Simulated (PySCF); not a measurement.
**SiNH5 (Si(NH2)H3): levels of theory compared**

Wanted: a comparison of 6 runs (B2PLYP/STO-3G, B3LYP/STO-3G, PBE0/STO-3G, UPBE0/STO-3G, CCSDTQ/STO-3G, NEVPT2(2,2)/STO-3G) of SiNH5 (Si(NH2)H3). The job is set up through a Python script.

Program for the calculation: PySCF 2.14.0.

### Step 1. The molecule

The species is SiNH5 (7 atoms), meant as a singlet with charge 0. SMILES: `[H][Si]([H])([H])N`. The Si1–N2 distance was set to 2.585 Å, away from the relaxed value. At this shape a bond of the SMILES string is far longer than usual.

Bond lengths: N2–H3 1.007 Å, N2–H4 1.007 Å, Si1–H5 1.460 Å, Si1–H6 1.461 Å, Si1–H7 1.472 Å. Angles: H3–N2–H4 109.5°, H5–Si1–H6 113.3°, H5–Si1–H7 109.2°, H6–Si1–H7 109.1°. A long bond or contact: Si1–N2 2.585 Å.

### Step 2. The energy at B2PLYP/STO-3G (run 1)

Contents of job.py:

```python
from pyscf import gto, dft, mp

system = gto.M(
    atom=[
    ('Si', (-0.046363, -0.085770, -1.538720)),
    ('N', (0.090660, 0.178690, 1.028560)),
    ('H', (0.707680, -0.428190, 1.543790)),
    ('H', (-0.763660, 0.307400, 1.545850)),
    ('H', (1.342077, -0.098070, -1.991270)),
    ('H', (-0.793593, 1.081200, -2.001830)),
    ('H', (-0.719493, -1.307860, -2.009300)),
],
    charge=0,
    max_memory=1860,
    verbose=3,
    spin=0,
    basis='sto-3g',
)

mf = dft.RKS(system)
mf.xc = '0.53*HF + 0.47*B88, 0.73*LYP'
mf.conv_tol = 1e-10
mf.grids.level = 5
mf.kernel()
if not mf.converged:
    mf = mf.newton().run(mf.mo_coeff, mf.mo_occ)

pt = mp.MP2(mf, frozen=6).run()
e_tot = mf.e_tot + 0.27 * pt.e_corr
print('PT2 part  %.8f' % (0.27 * pt.e_corr))
print('E(%s) = %.9f' % ('B2PLYP', e_tot))
```

On the command line:

```bash
$ OMP_NUM_THREADS=1 python job.py
```

Output:

```text
converged SCF energy = -342.712878429258
E(RMP2) = -342.863597492391  E_corr = -0.150719063133468
E(SCS-RMP2) = -342.885050032094  E_corr = -0.172171602836252
PT2 part  -0.04069415
E(B2PLYP) = -342.753572576
```

Run time: 2.9 s. Hardware: 1 thread of Arm Neoverse V2, shared host; peak memory 0.2 GiB.

### Step 3. The energy at B3LYP/STO-3G (run 2)

Contents of calc.py:

```python
from pyscf import gto, dft

mol = gto.M(
    atom='''
Si  -0.046363  -0.085770  -1.538720
N    0.090660   0.178690   1.028560
H    0.707680  -0.428190   1.543790
H   -0.763660   0.307400   1.545850
H    1.342077  -0.098070  -1.991270
H   -0.793593   1.081200  -2.001830
H   -0.719493  -1.307860  -2.009300
''',
    verbose=4,
    basis='sto-3g',
    max_memory=1860,
)

ks = dft.RKS(mol)
ks.xc = 'b3lyp'
ks.grids.level = 5
ks.conv_tol = 1e-10
ks.kernel()
if not ks.converged:
    ks = ks.newton().run(ks.mo_coeff, ks.mo_occ)

energy = ks.e_tot
print('E = %.10f Eh' % energy)
```

On the command line:

```bash
$ OMP_NUM_THREADS=1 python calc.py
```

Output:

```text
PySCF version 2.14.0

[... 77 lines left out ...]
converged SCF energy = -343.011601305945
E = -343.0116013059 Eh
```

Run time: 3.3 s. Hardware: 1 thread of Arm Neoverse V2, shared host; peak memory 0.2 GiB.

Runs 3 to 5 aren't shown in full; the table further down has their settings and results.

### Step 4. The energy at NEVPT2(2,2)/STO-3G (run 6)

Contents of start.xyz:

```xyz
7
H5NSi
Si    -0.046363    -0.085770    -1.538720
N      0.090660     0.178690     1.028560
H      0.707680    -0.428190     1.543790
H     -0.763660     0.307400     1.545850
H      1.342077    -0.098070    -1.991270
H     -0.793593     1.081200    -2.001830
H     -0.719493    -1.307860    -2.009300
```

Contents of input.py:

```python
import numpy
from pyscf import gto, scf, mp, mcscf, mrpt

system = gto.Mole()
system.atom = 'start.xyz'
system.basis = 'sto-3g'
system.spin = 0
system.max_memory = 1860
system.verbose = 4
system.build()

mf = system.RHF()
mf.conv_tol = 1e-10
mf.kernel()
if not mf.converged:
    mf = mf.newton().run(mf.mo_coeff, mf.mo_occ)

pt = mp.MP2(scf.addons.convert_to_uhf(mf)).run()
noons, natorbs = mcscf.addons.make_natural_orbitals(pt)
print('natural occupations', numpy.round(noons[:40], 4))
cas = mcscf.CASSCF(mf, 2, 2)
cas.fix_spin_(ss=0.0)
cas.natorb = True
cas.kernel(natorbs)
e_pt2 = mrpt.NEVPT(cas).kernel()
etot = cas.e_tot + e_pt2
print('E(%s) = %.9f' % ('NEVPT2', etot))
```

On the command line:

```bash
$ OMP_NUM_THREADS=1 python input.py
```

Output:

```text
PySCF version 2.14.0

[... 61 lines left out ...]
converged SCF energy = -342.063983555469
[... 55 lines left out ...]
1-step CASSCF converged in   4 macro ( 37 JK  11 micro) steps
[... 11 lines left out ...]
CASSCF energy = -342.129690728117
[... 23 lines left out ...]
Nevpt2 Energy = -0.072991792105058
E(NEVPT2) = -342.202682520
```

Wall time 0.74 s (1 thread of Arm Neoverse V2, shared host); peak memory 0.12 GiB.

### Step 5. The series

```tsv
run	level	frozen core orbitals	follow instability	energy (Eh)	dipole moment (D) of the reference	HOMO energy (eV)	LUMO energy (eV)	wall time
1	B2PLYP/STO-3G	6	–	-342.753573	1.72	-3.84	2.80	2.9 s
2	B3LYP/STO-3G	–	–	-343.011601	1.53	-2.01	1.11	3.3 s
3	PBE0/STO-3G	–	–	-342.816606	1.58	-2.22	1.40	3.3 s
4	UPBE0/STO-3G	–	yes	-342.819933	1.17	-2.13	1.80	25 s
5	CCSDTQ/STO-3G	6	–	-342.232462	2.09	-6.09	5.28	33 s
6	NEVPT2(2,2)/STO-3G	–	–	-342.202683	2.09	-6.09	5.28	0.74 s
```

### Step 6. Outcome

| quantity | value |
| --- | --- |
| run 6: total energy | -342.20268 Eh |
| run 6: dipole moment (Hartree–Fock density) | 2.09 D |
| run 6: HOMO energy (Hartree–Fock orbitals) | -6.09 eV |
| run 6: LUMO energy (Hartree–Fock orbitals) | 5.28 eV |
| run 6: HOMO–LUMO gap (Hartree–Fock orbitals) | 11.37 eV |

Over runs 1, 2, 3, 4 the dipole moment (its size) runs from 1.17 D (UPBE0/STO-3G) to 1.72 D (B2PLYP/STO-3G). A double hybrid's value is that of its SCF part. Over runs 1, 2, 3, 4 the HOMO–LUMO gap runs from 3.13 eV (B3LYP/STO-3G) to 6.65 eV (B2PLYP/STO-3G). Totals of different functionals can't be ranked against each other. In runs 1, 2, 3, 4, 5, 6 the basis is minimal, so the values are rough. Spin contamination of the reference: run 4 ⟨S²⟩ = 0.36. All runs together took 68 s, the longest 33 s.
